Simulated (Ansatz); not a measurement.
We consider bcc W, described by r²SCAN+SOC (PAW; Ansatz, a program for electronic structure).

Numerical settings: plane-wave cutoff 560 eV, 24×24×24 k mesh, Fermi–Dirac smearing 0.05 eV, PAW data made under PBE.

A third-order Birch–Murnaghan fit to the energies gives V0 = 15.922 Å³/atom, B0 = 319 GPa, B′ = 4.2.

```
V (Å³/atom)  P (GPa)
-----------  -------
14.967             …
15.285         14.20
15.603          6.74
15.922          0.00
16.240             …
16.559        -11.49
16.877             …
```

Question: Estimate the withheld pressures from this fit; the answers are the runs' own values.

Answer: 
- 14.967, P (GPa): 22.44
- 16.240, P (GPa): -6.05
- 16.877, P (GPa): -16.38

The formula P = (3/2) B0 (x^(7/3) − x^(5/3)) [1 + (3/4)(B′ − 4)(x^(2/3) − 1)] with x = V0/V meets the computed pressures within 0.07 GPa when these rounded values are put in.

Measured, for comparison: bulk modulus 312 GPa (zero-point energy and finite temperature contributions removed, our sources range from 300 to 328; as tabulated in doi:10.1021/acs.jctc.3c00612); equilibrium volume per atom 15.78 Å³/atom (static lattice: zero-point anharmonic expansion removed; as tabulated in Mejia-Rodriguez and Trickey (2018), arXiv:1807.09216). Computed (rounded) less measured: bulk modulus +2 % (inside the range of the sources held), equilibrium volume per atom +0.9 %.

It cost very roughly 14 core-minutes of CPU time.
